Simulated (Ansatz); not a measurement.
This geometry of CH7BO (10 atoms, charge 0, multiplicity 1) is a first-order saddle point.

These are results of RKS PBE0-D4/cc-pVDZ in Ansatz, not measurements.

```xyz
10
Properties=species:S:1:pos:R:3
B 0.061 -0.354 0.158
C -0.024 -0.006 1.902
H -0.976 -0.083 2.451
H 0.813 -0.306 2.550
H 0.116 1.062 1.674
H 1.176 -0.066 -0.203
H -0.894 0.184 -0.359
O -0.102 -1.928 0.231
H -1.002 -2.155 -0.035
H -0.159 -1.214 1.269
```

Q: Which two structures does it join? (They come from a converged band through this point; their orientation in space is the band's.)

A: Bonds broken: B1–C2, O8–H10. Bonds formed: C2–H10. CH7BO becomes BH3O + CH4.

First end point:

```xyz
10
Properties=species:S:1:pos:R:3
B 0.044 -0.143 0.275
C -0.073 0.207 1.829
H -1.071 0.017 2.266
H 0.676 -0.299 2.468
H 0.108 1.289 1.958
H 1.161 -0.088 -0.212
H -0.849 0.273 -0.444
O -0.250 -1.846 0.166
H -1.118 -2.001 0.568
H 0.382 -2.274 0.762
```

Last end point:

```xyz
10
Properties=species:S:1:pos:R:3
B -0.006 -0.575 -0.842
C 0.024 -0.053 2.680
H -0.928 0.065 3.217
H 0.857 -0.010 3.395
H 0.132 0.759 1.947
H 1.134 -0.221 -1.020
H -0.950 0.184 -0.918
O -0.182 -1.885 -0.557
H -1.110 -2.111 -0.425
H 0.039 -1.020 2.160
```

Q: How far does it lie above each of them?

A: 24.5 kcal/mol above the first and 45.5 kcal/mol above the second. This is the barrier of this one path; another mechanism may lie lower. The orbitals stay closed-shell, which can raise the energy where a bond breaks towards radicals; this wasn't checked here.

The run took 4.3 min on 1 thread of Arm Neoverse V2, with other jobs on the host, peak memory 0.13 GiB.
